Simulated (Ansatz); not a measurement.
# SrIr2: a prediction, then the measurements

Theory: Ansatz 0.2.0, DFT PBEsol, scalar-relativistic, plane waves, PAW.

Plane waves to 420 eV, a k mesh through Γ of 8×8×8 on the computed 6-atom cell and Gaussian smearing (0.10 eV); no spin polarisation.

Relaxed structure, symmetry kept:

```
Sr Ir
1.0
     0.00000    3.81956    3.81956
     3.81956    0.00000    3.81956
     3.81956    3.81956    0.00000
Sr Ir
2 4
Direct
  0.00000 0.00000 0.00000
  0.25000 0.25000 0.25000
  0.62500 0.62500 0.62500
  0.12500 0.62500 0.62500
  0.62500 0.62500 0.12500
  0.62500 0.12500 0.62500
```

```
Space group                                                       : Fd-3m (No. 227)
Volume per atom                                                   : 18.57 Å³
Formation energy from the elements' standard states (uncorrected) : -0.225 eV/atom
Kohn–Sham band gap                                                : none (metal)
Density of states at the Fermi level                              : 7.14 states/eV per cell
Löwdin character within 0.5 eV of the Fermi level                 : Ir 5d 92 %, unprojected 5 %
Bulk modulus                                                      : 167 GPa
Its pressure derivative                                           : 4.8
Bader charges (e)                                                 : Sr (2 in the cell) 1.25, Ir (4 in the cell) -0.62
```

Spin-orbit coupling is left out, which matters for the bands of heavy elements.

**What was measured.**

“Strong-coupling superconductivity of SrIr2 and SrRh2: Phonon engineering of metallic Ir and Rh”, 2021, arxiv:2108.03692 reports, for a powder of SrIr2 at 300 K: lattice constant a 7.7932 ± 0.0001 Å.

Measured lattice constant a of SrIr2: 7.7932 Å (300 K; powder; the paper above). This calculation gives 7.639 Å (-2.0 %). The calculation is for 0 K without zero-point motion.

Cost: 6 runs of about 3.9 core-minutes in all, on AMD EPYC 7R43 (Zen 3) (shared hosts).